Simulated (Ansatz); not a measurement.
# C3H4 (singlet): from Hartree-Fock to the top rungs, cc-pVDZ

An exercise on one series of results from a longer session: the logs are not shown, and one member is left open.

Program: Ansatz 0.2.0, Gaussian basis. Level of theory: cc-pVDZ, core rule «outside noble gas», up to 3 orbitals frozen. These are calculated values, not measurements.

Plan: UHF; CCSD(T) on RHF; CCSDT(Q) on RHF; CCSDTQ on RHF.

2 further runs of the same task are left out: 2 set aside as unsound or not needed.

### What is computed

The geometry is an MP2(full)/6-31G* stationary point (not a proven minimum).

7 atoms, charge 0, spin multiplicity 1.

Atoms are counted from 1 here; the program's logs count them from 0.

Bond lengths: C1–C2 1.505 Å, C1–C3 1.505 Å, C1–H4 1.091 Å, C1–H5 1.091 Å, C2–C3 1.301 Å, C2–H6 1.078 Å, C3–H7 1.078 Å. Angles: C2–C1–C3 51.2°, C2–C1–H4 119.6°, C2–C1–H5 119.6°, C3–C1–H4 119.6°, C3–C1–H5 119.6°, H4–C1–H5 113.5°, C1–C2–C3 64.4°, C1–C2–H6 145.6°, C3–C2–H6 150.0°, C1–C3–C2 64.4°, C1–C3–H7 145.6°, C2–C3–H7 150.0°.

Set-up of the first run:

in.yaml reads:

```yaml
crystal:
  periodic: [false, false, false]
  atoms:
    - {symbol: C, position_ang: [0.000000, 0.000000, 0.879033]}
    - {symbol: C, position_ang: [0.000000, -0.650545, -0.478068]}
    - {symbol: C, position_ang: [0.000000, 0.650545, -0.478068]}
    - {symbol: H, position_ang: [0.912438, 0.000000, 1.477121]}
    - {symbol: H, position_ang: [-0.912438, 0.000000, 1.477121]}
    - {symbol: H, position_ang: [0.000000, -1.584098, -1.017735]}
    - {symbol: H, position_ang: [0.000000, 1.584098, -1.017735]}
basis:
  gaussian: {orbitals: cc-pVDZ}
magnetization: {spin_polarized: true, initial_magnetization: 0}
hamiltonian: {xc: hf}
output: {orbitals: {seedname: orbitals}}
```

Command:

```bash
$ ansatz run in.yaml --threads 1 --pin off --events-out ev --progress --plain --max-ram 3956MiB --backend cpu
```

Steps of the session up to this table: UHF; CCSD(T) on RHF; CCSDT(Q) on RHF; CCSDTQ on RHF.

One table of the session follows, with a row left open; its other results are not shown here.

It belongs to the step «Misses and costs». 

```
   method  from RCCSDTQ (meV)
      RHF            +12212.4
     RMP2             +1292.8
    RCCSD              +484.3
 RCCSD(T)               +43.9
   RCCSDT               +31.0
RCCSDT(Q)                   ?
  RCCSDTQ                   0
```

Q: Estimate the row for RCCSDT(Q) from the others.

**Answer.** from RCCSDTQ (meV): -3.5. In the column «from RCCSDTQ (meV)» it is the lowest.

With the free atoms at the same levels and basis (separate runs), the atomisation energy is 27.272 eV at RCCSDTQ, 27.251 eV at RCCSD(T), 21.110 eV at RHF.
